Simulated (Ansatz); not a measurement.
**C3H8FN: up Jacob's ladder to CCSD(T)**

One table from this session's results is given with a row withheld; the runs are named, their logs left out.

The runs use Ansatz 0.2.0, Gaussian basis; functionals in def2-TZVPP, the program's frozen cores in correlated methods.

The runs, in order: LDA (SPW92), PBE-D4, revPBE-D4, BLYP-D4, r2SCAN-D4, B97M-V, PBE0-D4, B3LYP-D4, r2SCANh-D4, r2SCAN0-D4, HSE06-D4, BHLYP-D4, CAM-B3LYP-D4, LC-ωPBE, ωB97X-V, ωB97M-V, B2PLYP, PBE-QIDH; CCSD(T)/def2-SVP; CCSD(T)/def2-TZVPP; MP2/def2-QZVPP; extrapolation to the limit; RPA on PBE.

## Structure used throughout

An earlier PBE0-D4 in a triple-zeta def2 set relaxation fixed the geometry.

13 atoms, charge 0, spin multiplicity 1.

Atoms are counted from 1 here; the program's logs count them from 0.

Bond lengths: N1–C2 1.453 Å, N1–H6 1.013 Å, N1–H7 1.012 Å, C2–C3 1.518 Å, C2–H8 1.103 Å, C2–H9 1.095 Å, C3–C4 1.507 Å, C3–H10 1.096 Å, C3–H11 1.093 Å, C4–F5 1.384 Å, C4–H12 1.095 Å, C4–H13 1.095 Å. Angles: C2–N1–H6 110.3°, C2–N1–H7 110.8°, H6–N1–H7 106.9°, N1–C2–C3 110.3°, N1–C2–H8 113.7°, N1–C2–H9 107.8°, C3–C2–H8 109.1°, C3–C2–H9 109.3°, H8–C2–H9 106.5°, C2–C3–C4 112.0°, C2–C3–H10 109.8°, C2–C3–H11 109.3°, C4–C3–H10 108.7°, C4–C3–H11 109.8°, H10–C3–H11 107.2°, C3–C4–F5 110.3°, C3–C4–H12 111.5°, C3–C4–H13 111.3° and more.

The first run:

File in.yaml:

```yaml
crystal:
  periodic: [false, false, false]
  atoms:
    - {symbol: N, position_ang: [-0.793702, 1.408049, 1.271347]}
    - {symbol: C, position_ang: [-0.325432, 0.827974, 0.023731]}
    - {symbol: C, position_ang: [0.106094, -0.610803, 0.241157]}
    - {symbol: C, position_ang: [0.546338, -1.268609, -1.041055]}
    - {symbol: F, position_ang: [0.962153, -2.566074, -0.796766]}
    - {symbol: H, position_ang: [-0.040185, 1.444816, 1.947420]}
    - {symbol: H, position_ang: [-1.107977, 2.359323, 1.129097]}
    - {symbol: H, position_ang: [0.502959, 1.387180, -0.442056]}
    - {symbol: H, position_ang: [-1.156524, 0.852631, -0.689496]}
    - {symbol: H, position_ang: [0.935874, -0.645212, 0.956226]}
    - {symbol: H, position_ang: [-0.722009, -1.173582, 0.679815]}
    - {symbol: H, position_ang: [1.386094, -0.734652, -1.498626]}
    - {symbol: H, position_ang: [-0.273382, -1.315840, -1.765893]}
basis:
  gaussian: {orbitals: def2-TZVPP}
hamiltonian: {xc: lda}
output: {orbitals: {seedname: orbitals}}
```

The run is started by

```sh
$ ansatz run in.yaml --threads 4 --pin off --events-out ev --progress --plain --max-ram 10444MiB
```

Steps of the session up to this table: LDA; PBE-D4 (GGA); revPBE-D4 (GGA); BLYP-D4 (GGA); r2SCAN-D4 (meta-GGA); B97M-V (meta-GGA); PBE0-D4 (hybrid); B3LYP-D4 (hybrid); r2SCANh-D4 (hybrid); r2SCAN0-D4 (hybrid); HSE06-D4 (hybrid); BHLYP-D4 (hybrid); CAM-B3LYP-D4 (range-separated); LC-ωPBE (range-separated); ωB97X-V (range-separated); ωB97M-V (range-separated); B2PLYP (double hybrid); PBE-QIDH (double hybrid).

One of the session's tables, all rows but one given; the rest of the session is left out.

It belongs to the step «Orbital energies across the functionals». 

| functional | HOMO (eV) | LUMO (eV) | gap (eV) |
| --- | --- | --- | --- |
| LDA (SPW92) | -5.66 | 0.02 | 5.68 |
| PBE-D4 | -5.54 | 0.16 | 5.71 |
| revPBE-D4 | -5.49 | 0.23 | 5.72 |
| BLYP-D4 | -5.46 | 0.12 | 5.58 |
| r2SCAN-D4 | -5.87 | 0.95 | 6.82 |
| B97M-V | -6.04 | 0.36 | 6.41 |
| PBE0-D4 | -7.06 | 0.97 | 8.03 |
| B3LYP-D4 | -6.83 | 0.60 | 7.44 |
| r2SCANh-D4 | -6.43 | 1.18 | 7.61 |
| r2SCAN0-D4 | -7.29 | 1.50 | 8.79 |
| HSE06-D4 | -6.65 | 0.60 | 7.26 |
| BHLYP-D4 | -8.53 | 1.53 | 10.07 |
| CAM-B3LYP-D4 | -8.55 | 1.70 | 10.24 |
| LC-ωPBE | ? | ? | ? |
| ωB97X-V | -9.58 | 2.82 | 12.41 |
| ωB97M-V | -9.50 | 2.36 | 11.86 |

**Question.** Estimate the row for LC-ωPBE.

The run gave: HOMO (eV): -9.93; LUMO (eV): 3.02; gap (eV): 12.95. In the column «HOMO (eV)» it is the lowest.
